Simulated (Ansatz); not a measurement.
# What a trial cell of BeH relaxes into

These are results of DFT PBE, scalar-relativistic, plane waves, PAW (Ansatz), not measurements. Cutoff 420 eV, Γ-centred k mesh, Gaussian smearing, no spin polarisation in the final step.

The start is a random cell of BeH with space group Cmmm (No. 65), drawn with lower limits on the distances.

```yaml
crystal:
  lattice:
    - [2.31399, -2.68398, 0.00000]
    - [2.31399, 2.68398, 0.00000]
    - [0.00000, 0.00000, 4.47595]
  atoms:
    - { symbol: Be, position: [0.30217, 0.30217, 0.30078] }
    - { symbol: Be, position: [0.69783, 0.69783, 0.30078] }
    - { symbol: Be, position: [0.30217, 0.30217, 0.69922] }
    - { symbol: Be, position: [0.69783, 0.69783, 0.69922] }
    - { symbol: H, position: [0.94038, 0.27372, 0.00000] }
    - { symbol: H, position: [0.72628, 0.05962, 0.00000] }
    - { symbol: H, position: [0.05962, 0.72628, 0.00000] }
    - { symbol: H, position: [0.27372, 0.94038, 0.00000] }
```

Cell and atoms relax at zero pressure; the relaxation can't lower the symmetry of the start. After a coarse first stage the cell is made exact in the group found at 0.06 Å.

The zero of energy is the elements' standard structures at the same level (H₂ as a molecule); no fitted shifts are applied.

Q: Describe the relaxed structure.

A: It ends in Pmmm (No. 47). Conventional cell: a = 2.385 Å, b = 3.993 Å, c = 5.304 Å. Be has 2 H at 1.45 Å; around H lie 2 Be at 1.45 Å.

```xyz
4
Lattice="2.3854 0.0000 0.0000 0.0000 3.9934 0.0000 0.0000 0.0000 5.3042" Properties=species:S:1:pos:R:3 pbc="T T T"
Be    1.1927    0.9648    0.0000
Be    1.1927    3.0286    0.0000
H     1.1927    0.0000    4.2230
H     1.1927    0.0000    1.0812
```

Q: What are its volume, energy, density and gap?

A: The volume per atom is 12.6 Å³, the density is 0.7 g/cm³ and the energy over the elements is 0.361 eV/atom. The gap on the 12×8×6 mesh is 0.71 eV.

The final run used a 12×8×6 mesh on its 4-atom cell and 0.02 eV smearing. Weakly bound directions are ill-defined at this level, which has no dispersion term. Symmetry constrained the relaxation, so the result can be a saddle point. The steps took about 50 core-seconds in all.

Cost: 3 runs of about 0.78 core-minutes in all, on Intel Xeon 6975P-C (Granite Rapids) (shared hosts).